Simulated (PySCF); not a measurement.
`O=[P@H]([O-])O`, [H$_{2}$O$_{3}$P]-, charge -1

Molfile (atoms numbered from 1):
```
H2O3P
     RDKit          3D

  6  5  0  0  0  0  0  0  0  0999 V2000
   -0.6057    0.1353    1.4807 O   0  0  0  0  0  0  0  0  0  0  0  0
   -0.3695    0.1887    0.0196 P   0  0  2  0  0  5  0  0  0  0  0  0
   -1.1652   -0.6413   -0.9552 O   0  0  0  0  0  0  0  0  0  0  0  0
    1.1886   -0.1590   -0.2414 O   0  0  0  0  0  0  0  0  0  0  0  0
   -0.3386    1.5784   -0.3743 H   0  0  0  0  0  0  0  0  0  0  0  0
    1.2347   -1.0006    0.0863 H   0  0  0  0  0  0  0  0  0  0  0  0
  1  2  2  0
  2  3  1  0
  2  4  1  0
  2  5  1  6
  4  6  1  0
M  CHG  1   3  -1
M  END
```

Method used: PySCF, GIAO KT3/aug-pcSseg-1 magnetisability, rotational g tensor and spin-rotation constants, non-relativistic, gas phase. Geometry: GFN2-xTB, normal-mode sample at 300 K.

For an ion the centre-of-mass motion in the field is neglected.

Question: How diamagnetic is it, and how anisotropic?

Answer: Isotropic -686 × 10⁻³⁰ J/T², or -41.3 × 10⁻⁶ cm³/mol; principal values -705, -703, -651 × 10⁻³⁰ J/T², anisotropy 53 × 10⁻³⁰ J/T² (root of half the summed squared differences of the principal values). The susceptibility is in cgs units.

Question: Split it along the inertial axes a, b, c into diamagnetic and paramagnetic parts about the centre of mass, with the quadrupole moment.

Answer: 
```
axis  χ (10⁻⁶ cm³/mol)  diamagnetic (10⁻⁶ cm³/mol)  paramagnetic (10⁻⁶ cm³/mol)  summed x² of all electrons (Å²)  quadrupole Θ (D Å)
   a             -42.4                      -198.6                        156.2                             36.7               -9.55
   b             -42.3                      -207.4                        165.1                             34.6               -0.34
   c             -39.2                      -302.6                        263.4                             12.2               +9.89
```
Anisotropies 2χaa − χbb − χcc = -3.1 and 2χbb − χaa − χcc = -3.1 × 10⁻⁶ cm³/mol. Θ is traceless in Buckingham's convention.

Question: And the rotational g tensor?

Answer: 
| axis | rotational constant (GHz) | g | nuclear part | electronic part |
| --- | --- | --- | --- | --- |
| a | 8.6330 | -0.0798 | 0.5538 | -0.6336 |
| b | 8.1244 | -0.0958 | 0.5343 | -0.6301 |
| c | 4.7713 | -0.0768 | 0.5136 | -0.5904 |

Asymmetric top; isotopes 1H, 16O, 31P; no vibrational averaging.
